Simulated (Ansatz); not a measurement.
A run of Ansatz (development build ahead of 0.2.0) on doublet C2(-) at this shape:

```
atom   x (Å)   y (Å)    z (Å)
   C  0.0000  0.0000  -0.6844
   C  0.0000  0.0000   0.6844
```

Its results:

- Converged: yes
- Total energy: -75.54578 hartree
- Spin squared of the determinant: 0.753

Task: Which input gives this output? Name the method, the orbitals and the basis set, and write the input.

Result: UHF in cc-pVDZ.

```yaml
crystal:
  periodic: [false, false, false]
  atoms:
    - { symbol: C, position_ang: [0.0, 0.0, -0.6844] }
    - { symbol: C, position_ang: [0.0, 0.0, 0.6844] }
basis:
  gaussian: { orbitals: cc-pVDZ }
total_charge: -1
magnetization:
  spin_polarized: true
  initial_magnetization: 1
hamiltonian:
  xc: hf
```

Caution: no diffuse functions for an anion.
